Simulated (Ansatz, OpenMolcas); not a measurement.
# CF (SMILES [C]F): the vertical ionisation energy from total energies

CF has 2 atoms, charge 0, and is taken as a doublet. As SMILES, `[C]F`. Geometry: relaxed at PBE0-D4/def2-TZVP.

```xyz
2

C     0.0000    0.0000    0.0031
F     0.0000    0.0000    1.2713
```

Both states at this one shape; open shells run unrestricted unless said. 1 Eh = 27.2114 eV.

| level | program | doublet CF (Eh) | singlet CF+ (Eh) |
| --- | --- | --- | --- |
| UM06-L/cc-pVTZ | OpenMolcas | -137.803140 | -137.454260 |
| UBCCD(T)/STO-3G, 2 core orbitals frozen | Ansatz | -135.379233 | -135.166137 |

Work out the vertical ionisation energy at each level.


1. UM06-L/cc-pVTZ: -137.454260 − (-137.803140) = 0.348880 Eh = 9.49 eV.
2. UBCCD(T)/STO-3G: -135.166137 − (-135.379233) = 0.213096 Eh = 5.80 eV.

No measured value is set beside it here; the levels span 5.80 to 9.49 eV. Minimal sets are far from the basis-set limit.
